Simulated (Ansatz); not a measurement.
Results of HSE06 in Ansatz (PAW) for α-N2.

Numerical settings: plane-wave cutoff 500 eV, 4×4×4 k mesh, gaussian smearing 0.02 eV, scalar-relativistic PAW data made under PBE.

Cell (relaxed with r²SCAN):

```
CELL_PARAMETERS angstrom
      5.76205     0.00000     0.00000
      0.00000     5.76205     0.00000
      0.00000     0.00000     5.76205
ATOMIC_POSITIONS crystal
  N  0.94524 0.55476 0.44524
  N  0.44524 0.94524 0.55476
  N  0.94524 0.94524 0.94524
  N  0.05476 0.05476 0.05476
  N  0.55476 0.44524 0.94524
  N  0.55476 0.05476 0.44524
  N  0.44524 0.55476 0.05476
  N  0.05476 0.44524 0.55476
```

Question: Predict the band gap.

Answer: 
band gap: 9.89 eV (on the SCF k mesh)

Note: the cell comes from a level without a dispersion term, which matters for the spacing of layers, chains or molecules; cell and atoms aren't relaxed at this level (largest force component 0.43 eV/Å, pressure -0.6 GPa).

Static lattice: no zero-point or thermal effects.

The result took roughly 90 core-seconds.

Ansatz is a first-principles code.
